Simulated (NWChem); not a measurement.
The numbers come from NWChem runs, not from measurements. System: chloromethane (CH$_{3}$Cl), charge 0, spin multiplicity 1, at a geometry optimised with PBE/def2-SVP. Level: CCSD(T)/def2-TZVPD, 6 core orbitals frozen.

Input file:

```
start mol
memory heap 100 mb stack 700 mb global 1900 mb
geometry units angstroms nocenter noautoz
  C      1.127872    -0.056818     0.000000
  Cl    -0.660971     0.033297     0.000000
  H      1.463483    -0.596686     0.904647
  H      1.463483    -0.596686    -0.904647
  H      1.542311     0.968228     0.000000
  symmetry group Cs
end
basis spherical
  * library def2-tzvpd
end
scf
  rhf
  nopen 0
  maxiter 100
  thresh 1e-7
  semidirect memsize 60000000 filesize 0
end
tce
  freeze core 6
  ccsd(t)
  2eorb
  2emet 13
  thresh 1e-6
  maxiter 100
  tilesize 24
end
task tce energy
```

Output (cleaned and shortened):

```
             Northwest Computational Chemistry Package (NWChem) 7.3.0
             --------------------------------------------------------

                                NWChem Input Module
                                -------------------

 Scaling coordinates for geometry "geometry" by  1.889725989
 (inverse scale =  0.529177249)

 Turning off AUTOSYM since
 SYMMETRY directive was detected!

                             Geometry "geometry" -> ""
                             -------------------------

 Output coordinates in angstroms (scale by  1.889725989 to convert to a.u.)

  No.       Tag          Charge          X              Y              Z
 ---- ---------------- ---------- -------------- -------------- --------------
    1 C                    6.0000     1.12787200    -0.05681800     0.00000000
    2 Cl                  17.0000    -0.66097100     0.03329700     0.00000000
    3 H                    1.0000     1.46348300    -0.59668600     0.90464700
    4 H                    1.0000     1.46348300    -0.59668600    -0.90464700
    5 H                    1.0000     1.54231100     0.96822800     0.00000000

 Effective nuclear repulsion energy (a.u.)      50.9037397874

            Nuclear Dipole moment (a.u.)
            ----------------------------
        X                 Y               Z
 ---------------- ---------------- ----------------
     0.0000037795    -0.0000056692     0.0000000000

      Symmetry information
      --------------------

 Group name             Cs
 Group number              2
 Group order               2
 No. of unique centers     4

      Symmetry unique atoms

     1    2    3    5


 Summary of "ao basis" -> "" (spherical)
 ------------------------------------------------------------------------------
       Tag                 Description            Shells   Functions and Types
 ---------------- ------------------------------  ------  ---------------------
 *                         def2-tzvpd                 on all atoms

 Summary of "ao basis" -> "ao basis" (spherical)
 ------------------------------------------------------------------------------
       Tag                 Description            Shells   Functions and Types
 ---------------- ------------------------------  ------  ---------------------
 C                         def2-tzvpd               13       37   6s3p3d1f
 Cl                        def2-tzvpd               16       46   6s6p3d1f
 H                         def2-tzvpd                5        9   3s2p

                                 NWChem SCF Module
                                 -----------------

  ao basis        = "ao basis"
  functions       =   110
  atoms           =     5
  closed shells   =    13
  open shells     =     0
  charge          =   0.00
  wavefunction    = RHF
  use symmetry    = T
  symmetry adapt  = T

 Summary of "ao basis" -> "ao basis" (spherical)
 ------------------------------------------------------------------------------
       Tag                 Description            Shells   Functions and Types
 ---------------- ------------------------------  ------  ---------------------
 C                         def2-tzvpd               13       37   6s3p3d1f
 Cl                        def2-tzvpd               16       46   6s6p3d1f
 H                         def2-tzvpd                5        9   3s2p

      Symmetry analysis of basis
      --------------------------

        a'         72
        a"         38

 Forming initial guess at       0.1s
[...]
           0.000000000000           0.000000000000         137.415854637899

  Mulliken analysis of the total density
  --------------------------------------

    Atom       Charge   Shell Charges
 -----------   ------   -------------------------------------------------------
    1 C    6     6.09   0.85  1.12  0.48  0.74 -0.20  0.02  1.19  1.40  0.40  0.02  0.08 -0.01  0.01
    2 Cl  17    17.29   2.01  0.45  1.52  1.08  0.90  0.03  4.18  1.69  1.07  2.80  1.48  0.03  0.01  0.04 -0.00  0.00
    3 H    1     0.87   0.26  0.48  0.09  0.02  0.02
    4 H    1     0.87   0.26  0.48  0.09  0.02  0.02
    5 H    1     0.87   0.26  0.48  0.09  0.02  0.02

       Multipole analysis of the density wrt the origin
       ------------------------------------------------

     L   x y z        total         open         nuclear
     -   - - -        -----         ----         -------
     0   0 0 0     -0.000000      0.000000     26.000000

     1   1 0 0      0.827605      0.000000      0.000004
     1   0 1 0     -0.041692      0.000000     -0.000006
     1   0 0 1      0.000000      0.000000      0.000000

     2   2 0 0    -13.543614      0.000000     77.570177
     2   1 1 0     -0.069398      0.000000     -3.613251
     2   1 0 1     -0.000000      0.000000      0.000000
     2   0 2 0    -14.917559      0.000000      6.027068
     2   0 1 1      0.000000      0.000000      0.000000
     2   0 0 2    -14.921065      0.000000      5.845019

                   NWChem Extensible Many-Electron Theory Module
                   ---------------------------------------------


            General Information
            -------------------
      Number of processors :     1
         Wavefunction type : Restricted Hartree-Fock
          No. of electrons :    26
           Alpha electrons :    13
            Beta electrons :    13
           No. of orbitals :   220
            Alpha orbitals :   110
             Beta orbitals :   110
        Alpha frozen cores :     6
         Beta frozen cores :     6
     Alpha frozen virtuals :     0
      Beta frozen virtuals :     0
         Spin multiplicity : singlet
    Number of AO functions :   110
       Number of AO shells :    44
        Use of symmetry is : on
      Symmetry adaption is : on
         Schwarz screening : 0.10D-09

          Correlation Information
          -----------------------
          Calculation type : Coupled-cluster singles & doubles w/ perturbation
   Perturbative correction : (T)
            Max iterations :      100
        Residual threshold : 0.10D-05
     T(0) DIIS level shift : 0.00D+00
     L(0) DIIS level shift : 0.00D+00
     T(1) DIIS level shift : 0.00D+00
     L(1) DIIS level shift : 0.00D+00
     T(R) DIIS level shift : 0.00D+00
     T(I) DIIS level shift : 0.00D+00
   CC-T/L Amplitude update :  5-th order DIIS
                I/O scheme : Global Array Library
        L-threshold :  0.10D-05
        EOM-threshold :  0.10D-05
 no EOMCCSD initial starts read in
 TCE RESTART OPTIONS
 SLICE:      F
 D4D5:       F
 quantumc:   F
 qrotation:  F
 pwtce:      F
 qducc:      F
 nacto:                         0
 nrotv:                         0
 nrot:                          0

            Memory Information
            ------------------
          Available GA space size is     249024700 doubles
          Available MA space size is     104849844 doubles

 Maximum block size supplied by input
 Maximum block size        24 doubles

 tile_dim =     21

 -------------------------------------------------
   1    alpha     a'     5 doubles       0       1
   2    alpha     a"     2 doubles       5       2
   3    beta      a'     5 doubles       7       1
   4    beta      a"     2 doubles      12       2
   5    alpha     a'    20 doubles      14       5
   6    alpha     a'    21 doubles      34       6
   7    alpha     a'    21 doubles      55       7
   8    alpha     a"    17 doubles      76       8
   9    alpha     a"    18 doubles      93       9
  10    beta      a'    20 doubles     111       5
  11    beta      a'    21 doubles     131       6
  12    beta      a'    21 doubles     152       7
  13    beta      a"    17 doubles     173       8
  14    beta      a"    18 doubles     190       9

 Global array virtual files algorithm will be used

 Parallel file system coherency ......... OK

 4-electron integrals stored in orbital form

 v2    file size   =         11752630
 4-index algorithm nr.  13 is used
 imaxsize =       30
 imaxsize ichop =        0


CCSD iterations
 ---------------------------------------------------------
 Iter          Residuum       Correlation     Cpu    Wall
 ---------------------------------------------------------
    1   0.1588107736191  -0.3647949886206     1.3     1.3
    2   0.0407295976613  -0.3887837712485     1.3     1.3
    3   0.0139409777793  -0.3954896392237     1.3     1.3
    4   0.0054515943703  -0.3970301738155     1.3     1.3
    5   0.0023152867598  -0.3975913374543     1.3     1.3
    6   0.0005125846711  -0.3978662795903     1.3     1.3
    7   0.0002054456046  -0.3979041452499     1.3     1.3
    8   0.0000942279501  -0.3979040281670     1.2     1.2
    9   0.0000473418535  -0.3979045555384     1.2     1.2
   10   0.0000237420205  -0.3979051867034     1.1     1.1
   11   0.0000047057794  -0.3979052042566     1.1     1.1
   12   0.0000017674584  -0.3979058427433     1.2     1.2
   13   0.0000008688280  -0.3979059063120     1.2     1.2
 -----------------------------------------------------------------
 Iterations converged
 CCSD correlation energy / hartree =        -0.397905906312000
 CCSD total energy / hartree       =      -499.537098234560290

 Singles contributions

 Doubles contributions
 CCSD(T)
 Using plain CCSD(T) code
             total no. of tasks          295
 total no. of tasks / no. procs          295
                         wl_min        39304           5.8
                         wl_max      1157625          10.2
        thresh for no. of tasks          295

 CCSD[T]  correction energy / hartree =        -0.015909615513916
 CCSD[T] correlation energy / hartree =        -0.413815521825916
 CCSD[T] total energy / hartree       =      -499.553007850074209
 CCSD(T)  correction energy / hartree =        -0.015596472643090
 CCSD(T) correlation energy / hartree =        -0.413502378955090
 CCSD(T) total energy / hartree       =      -499.552694707203386

 Task  times  cpu:       78.8s     wall:       78.8s

 Total times  cpu:       78.9s     wall:       78.9s
```
